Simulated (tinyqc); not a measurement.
Inside a calculation. Method: G0W0 on RHF in the sto-6g basis, for H2O, spin multiplicity 1. One step of it, computed by the program tinyqc.

Task: G0W0 on Hartree-Fock: LUMO. W(p,q,m) = sqrt2 sum_ia (pq|ia) (X+Y)_ia,m; Sigma_c(x) = sum_(i,m) W^2/(x - e_i + w_m) + sum_(a,m) W^2/(x - e_a - w_m); solve x = e_p + Sigma_c(x) by Newton steps; Z = 1/(1 - dSigma/dx); 1 hartree = 27.211386 eV.

orbital energies (hartree): MO1 -20.491320, MO2 -1.283328, MO3 -0.647914, MO4 -0.446944, MO5 -0.394464, MO6 0.615015, MO7 0.787602

Two-electron integrals over orbitals (pq|rs), unique and non-zero (hartree):
```
p,q,r,s,(pq|rs)
1,1,1,1,4.761072
2,1,1,1,-0.425500
2,1,2,1,0.061627
2,2,1,1,1.017677
2,2,2,1,-0.013827
2,2,2,2,0.730874
3,1,3,1,0.011225
3,2,3,1,0.017875
3,2,3,2,0.147522
3,3,1,1,0.807605
3,3,2,1,-0.004129
3,3,2,2,0.650495
3,3,3,3,0.641571
4,1,1,1,0.183578
4,1,2,1,-0.023366
4,1,2,2,0.016331
4,1,3,3,0.005992
4,1,4,1,0.029656
4,2,1,1,-0.123104
4,2,2,1,0.009628
4,2,2,2,0.008359
4,2,3,3,0.007005
4,2,4,1,0.019930
4,2,4,2,0.124407
4,3,3,1,-0.003296
4,3,3,2,0.018554
4,3,4,3,0.044961
4,4,1,1,1.025368
4,4,2,1,-0.013821
4,4,2,2,0.685980
4,4,3,3,0.608221
4,4,4,1,-0.012414
4,4,4,2,-0.105212
4,4,4,4,0.807689
5,1,5,1,0.026733
5,2,5,1,0.032308
5,2,5,2,0.144735
5,3,5,3,0.029306
5,4,5,1,-0.012996
5,4,5,2,-0.044906
5,4,5,4,0.056132
5,5,1,1,1.117076
5,5,2,1,-0.011195
5,5,2,2,0.749603
5,5,3,3,0.634466
5,5,4,1,0.004509
5,5,4,2,-0.063049
5,5,4,4,0.740719
5,5,5,5,0.880663
6,1,1,1,-0.266797
6,1,2,1,0.041333
6,1,2,2,-0.002473
6,1,3,3,-0.000202
6,1,4,1,-0.002711
6,1,4,2,0.020108
6,1,4,4,-0.019124
6,1,5,5,-0.006260
6,1,6,1,0.035854
6,2,1,1,0.328062
6,2,2,1,-0.008179
6,2,2,2,0.144862
6,2,3,3,0.075797
6,2,4,1,0.018747
6,2,4,2,0.020355
6,2,4,4,0.099600
6,2,5,5,0.163096
6,2,6,1,0.004219
6,2,6,2,0.103220
6,3,3,1,0.003041
6,3,3,2,-0.044956
6,3,4,3,-0.027171
6,3,6,3,0.074478
6,4,1,1,0.196330
6,4,2,1,-0.000900
6,4,2,2,0.089598
6,4,3,3,0.040190
6,4,4,1,0.003742
6,4,4,2,-0.019130
6,4,4,4,0.111283
6,4,5,5,0.104632
6,4,6,1,0.001719
6,4,6,2,0.061864
6,4,6,4,0.059266
6,5,5,1,0.016754
6,5,5,2,0.061853
6,5,5,4,-0.003222
6,5,6,5,0.039820
6,6,1,1,0.805147
6,6,2,1,-0.007630
6,6,2,2,0.613599
6,6,3,3,0.574549
6,6,4,1,0.021994
6,6,4,2,0.061756
6,6,4,4,0.548408
6,6,5,5,0.587638
6,6,6,1,0.006803
6,6,6,2,0.094231
6,6,6,4,0.042447
6,6,6,6,0.597120
7,1,3,1,0.016172
7,1,3,2,0.023853
7,1,4,3,-0.004967
7,1,6,3,0.003990
7,1,7,1,0.023368
7,2,3,1,0.013855
7,2,3,2,0.039413
7,2,4,3,-0.032299
7,2,6,3,0.035697
7,2,7,1,0.018855
7,2,7,2,0.061024
7,3,1,1,0.365301
7,3,2,1,-0.007398
7,3,2,2,0.139170
7,3,3,3,0.092916
7,3,4,1,-0.001055
7,3,4,2,-0.071516
7,3,4,4,0.167376
7,3,5,5,0.188967
7,3,6,1,-0.006883
7,3,6,2,0.079753
7,3,6,4,0.069471
7,3,6,6,0.037121
7,3,7,3,0.149444
7,4,3,1,-0.009491
7,4,3,2,-0.074721
7,4,4,3,0.006264
7,4,6,3,0.042896
7,4,7,1,-0.013312
7,4,7,2,-0.017063
7,4,7,4,0.065534
7,5,5,3,0.023777
7,5,7,5,0.024616
7,6,3,1,0.010009
7,6,3,2,0.103715
7,6,4,3,0.044052
7,6,6,3,-0.069217
7,6,7,1,0.013489
7,6,7,2,-0.008628
7,6,7,4,-0.056784
7,6,7,6,0.120377
7,7,1,1,0.886497
7,7,2,1,-0.009597
7,7,2,2,0.629808
7,7,3,3,0.617479
7,7,4,1,0.003700
7,7,4,2,-0.014637
7,7,4,4,0.618571
7,7,5,5,0.631736
7,7,6,1,-0.005864
7,7,6,2,0.072521
7,7,6,4,0.038472
7,7,6,6,0.568811
7,7,7,3,0.098070
7,7,7,7,0.627216
```

excitation energies w (hartree): 1.086203  1.134717  1.230314  1.292236  1.458540  1.667700  2.148708  2.194372  21.177923  21.325624

X + Y:
```
,1,2,3,4,5,6,7,8,9,10
1>6,0.000000,-0.000488,0.000000,0.000000,0.000000,0.001375,-0.000398,0.000000,0.998308,0.000000
1>7,0.000000,0.000000,0.000000,0.002049,0.001056,0.000000,0.000000,-0.003556,0.000000,0.998904
2>6,0.000000,-0.104111,0.000000,0.000000,0.000000,-0.359050,0.881873,0.000000,0.000072,0.000000
2>7,0.000000,0.000000,0.000000,0.092125,-0.050928,0.000000,0.000000,0.968000,0.000000,0.000347
3>6,0.000000,0.000000,0.000000,-0.607422,0.730515,0.000000,0.000000,0.059588,0.000000,0.000045
3>7,0.000000,-0.202703,0.000000,0.000000,0.000000,0.863467,0.260219,0.000000,-0.000088,0.000000
4>6,0.000000,0.948378,0.000000,0.000000,0.000000,0.114479,0.095302,0.000000,0.000016,0.000000
4>7,0.000000,0.000000,0.000000,0.767872,0.568525,0.000000,0.000000,-0.023154,0.000000,-0.000145
5>6,0.964036,0.000000,0.000000,0.000000,0.000000,0.000000,0.000000,0.000000,0.000000,0.000000
5>7,0.000000,0.000000,0.980196,0.000000,0.000000,0.000000,0.000000,0.000000,0.000000,0.000000
```

Give: The 12 largest terms at x = e_p; Newton steps; quasiparticle energy of the LUMO; Hartree-Fock value.

Result:

The 12 largest terms at x = e_p (hartree; W for the signs of X + Y given):
```
q,m,W,term
6,7,0.1369,-0.0087
7,5,-0.1165,-0.0083
2,7,0.1664,0.0068
3,5,0.1089,0.0044
4,7,0.1107,0.0038
4,6,0.0630,0.0015
5,1,0.0543,0.0014
4,2,0.0505,0.0012
6,2,0.0324,-0.0009
2,6,0.0550,0.0008
3,8,0.0537,0.0008
2,2,0.0449,0.0007
```

Newton steps (hartree):
```
step,x,Sigma_c(x),Z
0,0.6150,0.0034,0.9833
1,0.6184,0.0033,0.9833
2,0.6184,0.0033,0.9833
```

quasiparticle energy of the LUMO = 16.8264 eV

Hartree-Fock value = 16.7354 eV
